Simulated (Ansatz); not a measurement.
# Ethane (C₂H₆): vertical ionisation energy

The task here is to estimate one member of a computed series from the others.

Computed with Ansatz 0.2.0, Gaussian basis. Level: unrestricted cation, the program's frozen cores in correlated methods.

Plan: UKS PBE-D4/def2-TZVPP; UKS r2SCAN-D4/def2-TZVPP; UKS PBE0-D4/def2-TZVPP; UKS B3LYP-D4/def2-TZVPP; UKS wB97X-V/def2-TZVPP; UKS wB97M-V/def2-TZVPP; UKS B2PLYP/def2-TZVPP; UHF-CCSD(T)/def2-TZVPP; UHF-MP2/def2-QZVPP; extrapolation to the limit; then −ε(HOMO) from the neutral's earlier runs with LDA (SPW92), PBE-D4, revPBE-D4, BLYP-D4, r2SCAN-D4, B97M-V, PBE0-D4, B3LYP-D4, r2SCANh-D4, r2SCAN0-D4, HSE06-D4, BHLYP-D4, CAM-B3LYP-D4, LC-ωPBE, ωB97X-V, ωB97M-V.

### The relaxed structure

The geometry comes from an earlier relaxation with PBE0-D4 in a triple-zeta def2 set; it is a stationary point, not always the lowest conformer.

SMILES `CC`, 8 atoms, charge 0, spin multiplicity 1.

Atoms are counted from 1 here; the program's logs count them from 0.

Bond lengths: C1–C2 1.519 Å, C1–H3 1.093 Å, C1–H4 1.093 Å, C1–H5 1.093 Å, C2–H6 1.093 Å, C2–H7 1.093 Å, C2–H8 1.093 Å. Angles: C2–C1–H3 111.4°, C2–C1–H4 111.4°, C2–C1–H5 111.4°, H3–C1–H4 107.5°, H3–C1–H5 107.5°, H4–C1–H5 107.5°, C1–C2–H6 111.4°, C1–C2–H7 111.4°, C1–C2–H8 111.4°, H6–C2–H7 107.5°, H6–C2–H8 107.5°, H7–C2–H8 107.5°.

The first run:

in.yaml reads:

```yaml
crystal:
  periodic: [false, false, false]
  atoms:
    - {symbol: C, position_ang: [-0.326768, 0.132190, -0.672504]}
    - {symbol: C, position_ang: [0.326766, -0.132188, 0.672507]}
    - {symbol: H, position_ang: [0.070462, -0.529575, -1.445884]}
    - {symbol: H, position_ang: [-1.407055, -0.025697, -0.628957]}
    - {symbol: H, position_ang: [-0.158626, 1.160154, -1.002444]}
    - {symbol: H, position_ang: [-0.070402, 0.529638, 1.445868]}
    - {symbol: H, position_ang: [1.407064, 0.025616, 0.628938]}
    - {symbol: H, position_ang: [0.158549, -1.160127, 1.002486]}
basis:
  gaussian: {orbitals: def2-TZVPP}
total_charge: 1
magnetization: {spin_polarized: true, initial_magnetization: 1}
hamiltonian: {xc: pbe, dispersion: d4}
```

Steps of the session up to this table: Cation, UKS PBE-D4/def2-TZVPP; Cation, UKS r2SCAN-D4/def2-TZVPP; Cation, UKS PBE0-D4/def2-TZVPP; Cation, UKS B3LYP-D4/def2-TZVPP; Cation, UKS wB97X-V/def2-TZVPP; Cation, UKS wB97M-V/def2-TZVPP; Cation, UKS B2PLYP (frozen core)/def2-TZVPP; Cation, UHF-CCSD(T)/def2-TZVPP; Cation, UHF-MP2/def2-QZVPP.

One table of the session follows, with a row left open; its other results are not shown here.

For comparison, −ε(HOMO) of the neutral from earlier runs:

```
  functional  −ε(HOMO) (eV)
 LDA (SPW92)           8.10
      PBE-D4           8.11
   revPBE-D4           8.10
     BLYP-D4           8.07
   r2SCAN-D4           8.43
      B97M-V           8.56
     PBE0-D4           9.56
    B3LYP-D4           9.38
  r2SCANh-D4           8.97
  r2SCAN0-D4           9.77
    HSE06-D4           9.15
    BHLYP-D4          10.99
CAM-B3LYP-D4              ?
     LC-ωPBE          12.43
     ωB97X-V          12.08
     ωB97M-V          11.92
```

Estimate the missing values for CAM-B3LYP-D4.

**Answer.** −ε(HOMO) (eV): 11.05. In the column «−ε(HOMO) (eV)» it lies between BHLYP-D4 (10.99) and ωB97M-V (11.92).
